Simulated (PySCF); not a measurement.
C₂H₃O, multiplicity 2. Atoms are numbered in the order given.

```xyz
6

C     -0.0974    -1.1612     0.0000
C      0.4240     0.2420     0.0000
O     -0.1700     1.2563     0.0000
H      0.2956    -1.6772    -0.8781
H      0.2956    -1.6772     0.8781
H     -1.1910    -1.1804     0.0000
```
Charge 0, spin multiplicity 2.

Geometry optimised at PBE0-D3(BJ)/def2-TZVP. The isomer is the one that the SMILES or the coordinates give; other isomers of the formula were not compared.

Computed with PBE0-D3(BJ)/def2-TZVP (PySCF).

Harmonic, unscaled wavenumbers; measured fundamentals usually lie a few per cent lower.

Computed vibrational spectrum:
```tsv
mode	ν (cm⁻¹)	IR (km/mol)	moving atoms (share of kinetic energy)
1	116	1.1	H 59 %, C 28 %, O 12 %
2	471	5.4	C 42 %, O 32 %, H 26 %
3	883	3.9	C 65 %, H 23 %, O 11 %
4	947	0.0	H 73 %, C 26 %
5	1055	15.9	H 52 %, C 46 %
6	1348	17.0	H 82 %, C 18 %
7	1444	13.8	H 96 %
8	1448	23.2	H 96 %
9	1964	161.3	C 60 %, O 40 %
10	3040	6.5	H 97 %
11	3140	7.3	H 91 %, C 9 %
12	3145	0.3	H 91 %, C 9 %
```
